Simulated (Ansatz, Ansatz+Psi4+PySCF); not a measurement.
```yaml
atoms:
  - { symbol: H, position_ang: [1.0828, 0.9876, -0.0003] }
  - { symbol: C, position_ang: [0.6636, -0.0196, 0.0000] }
  - { symbol: O, position_ang: [-0.7501, 0.1217, 0.0000] }
  - { symbol: H, position_ang: [-1.1340, -0.7594, 0.0000] }
  - { symbol: H, position_ang: [1.0351, -0.5424, -0.8919] }
  - { symbol: H, position_ang: [1.0351, -0.5420, 0.8922] }
```

Basis set: cc-pVTZ (spherical functions). Left uncorrelated: 2 orbitals. Charge 0, multiplicity 1.

Computed with Ansatz (development build ahead of 0.2.0); each method stands on the lowest determinant of its kind that the runs found. Restricted open shells among the atoms or ions are ROHF, correlated in semicanonical orbitals with singles.

The atomization energy at this shape (free ground-state atoms in the same class of orbitals less the molecule, no zero-point energy) of singlet CH₄O:

```tsv
method	atomization energy
RHF	1568.2 kJ/mol
```

(1) What does RHF-MP2 give?

## Answers

(1) 2112.7 kJ/mol.
